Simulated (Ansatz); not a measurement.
AlNH2, quintet: from triple and quadruple zeta to the limit

```xyz
4

Al    0.0000   -0.0849    0.6205
N     0.0000    0.0356   -1.1435
H     0.0000    1.3500    1.3538
H     0.0000    0.4271   -2.0731
```

Connectivity, by distances: AlH–NH.

Ansatz 0.2.0, UHF determinant, valence electrons correlated. Energies in eV.

| set | X | functions | Hartree–Fock | MP2 correlation | CCSD(T) correlation | time |
| --- | --- | --- | --- | --- | --- | --- |
| def2-TZVPP | 3 | 101 | -8091.9759 | -4.9539 | -6.0257 | 4.9 s on 1 × NVIDIA H100 80GB HBM3 with 1 thread of AMD EPYC 7R13 Processor (Zen 3), on a shared host |
| def2-QZVPP | 4 | 187 | -8092.2572 | -5.3626 | -6.3977 | 8.5 s on 1 × NVIDIA H100 80GB HBM3 with 1 thread of AMD EPYC 7R13 Processor (Zen 3), on a shared host |

Hartree–Fock is taken to follow E(X) = E∞ + A·exp(−7.88·√X), correlation E(X) = E∞ + B·X^−2.97.

Cautions: another spin lies lower.

Task: Work out the CCSD(T) energy at the limit, and how far the shortcut misses it that extrapolates MP2 and adds CCSD(T) minus MP2 from the smaller set.

Result: Hartree–Fock: E∞ = E4 + 0.1377·(E4 − E3) = -8092.2959. Correlation: E∞ = E4 + 0.7407·(E4 − E3) = -6.6733 for CCSD(T) and -5.6653 for MP2. The limit is -8098.9692 eV, 0.314 eV below def2-QZVPP. The shortcut gives a correlation energy of -5.6653 + (-1.0718) = -6.7372, 64 meV lower than the direct value.

Past Ne part of the Hartree–Fock step between the two sets comes from the cores, which don't follow the formula, so the 39 meV that it adds to the total can overshoot; that part largely cancels in differences.
